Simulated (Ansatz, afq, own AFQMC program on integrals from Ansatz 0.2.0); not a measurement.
Two steps: Ansatz 0.2.0 writes the Fock matrix and Cholesky factors of the valence space, and afq projects on them the lowest state that overlaps trial and start.

```yaml
crystal:
  periodic: [false, false, false]
  atoms:
    - {symbol: Si, position_ang: [0.000000, 0.000000, 0.000000]}
    - {symbol: H, position_ang: [0.000000, 0.000000, 1.499536]}
basis:
  gaussian: {orbitals: cc-pVTZ}
magnetization: {spin_polarized: true, initial_magnetization: 3}
correlation: {method: ccsd_t, electrons: outside_noble_gas, hamiltonian_folder: ham}
```

```sh
$ ansatz run in.yaml --threads 1 --pin off --events-out ev --progress --plain --max-ram 16896MiB --backend cuda --devices 0, --max-vram 18GiB
```

Options of the walk:

```
--method phaseless --trial hf --walkers 4000 --populations 20 --least-time 40 --time-step 0.005 --steps-per-block 20 --equilibration-blocks 112 --max-blocks 4000 --target-error 0.0007 --factor-cut 1e-05 --start spin_pure --seed 5491 --taylor-order 6
```

Times are imaginary, in 1/Eh. The walk had a cap of 52 s. With eight or more populations the least sampling time is a fifth of least-time, and the error comes from their spread.

Output of the walk:

```
orbitals 43  electrons 4 1  factors 271 of 280
reference energy -289.40317365 Eh
CCSD correlation -0.07991619 Eh in 11 cycles, weight of the determinant in the CISD state 0.9321
energy of the start -289.403221 Eh
 block  time / (1/Eh)  mean weight  energy / Eh
     1     0.100  1.0002  -289.416609
     2     0.200  1.0005  -289.426490
     3     0.300  1.0004  -289.434567
     4     0.400  1.0003  -289.441268
     5     0.500  1.0005  -289.446622
     7     0.700  1.0003  -289.454917
     9     0.900  1.0002  -289.461426
    13     1.300  1.0000  -289.469077
    21     2.100  1.0001  -289.477990
    25     2.500  1.0001  -289.479971
    29     2.900  1.0000  -289.481043
    37     3.700  1.0000  -289.484713
    45     4.500  0.9998  -289.484533
    53     5.300  1.0000  -289.483737
    61     6.100  1.0000  -289.485072
    69     6.900  1.0001  -289.485001
    77     7.700  0.9999  -289.486475
    85     8.500  0.9998  -289.486004
    89     8.900  0.9998  -289.489196
    93     9.300  1.0002  -289.485931
   101    10.100  1.0001  -289.486295
   109    10.900  1.0003  -289.486946
   117    11.700  0.9999  -289.486760
   125    12.500  1.0000  -289.487047
   133    13.300  1.0001  -289.485576
   141    14.100  0.9999  -289.486132
   149    14.900  0.9999  -289.485949
   157    15.700  1.0000  -289.485584
   165    16.500  1.0000  -289.487681
   173    17.300  1.0000  -289.486514
   181    18.100  1.0000  -289.488049
   189    18.900  1.0002  -289.487418
error from the spread of 20 populations
energy -289.486722 +/- 0.000535 Eh
(rows thinned)
```

The run passed its tests (sampling time, drift between the halves within three errors, error under three times the target), which doesn't prove that it has relaxed.

Against this walk (error 14.6 meV) on the same determinant: CCSD(T) 20.9 meV higher (within the noise), CCSDT(Q) 3.2 meV lower (within the noise), CCSDTQ 3.3 meV lower (within the noise), full CI 3.3 meV lower (within the noise), a separate phaseless walk with a CISD trial and standard settings 2.9 ± 14.6 meV higher (within the noise). The error is statistical and leaves out the bias of the constraint.

Cautions: constraint bias not in the error; lower spins were not checked.

The walk took 40 s on 1 × NVIDIA H100 80GB HBM3 with 2 threads of AMD EPYC 7R13 Processor (Zen 3) (shared host) (the card was shared). The log's last line is the phaseless energy.

CCSDT and higher add their correlation energy to the determinant of the CCSD(T) run, since their own runs factorise the integrals more tightly (a shift of under 2 meV). A walk keeps the symmetry of its determinant, which the program's search chose and which needn't be the lowest solution, so a lower state of the same spin and another symmetry isn't excluded.
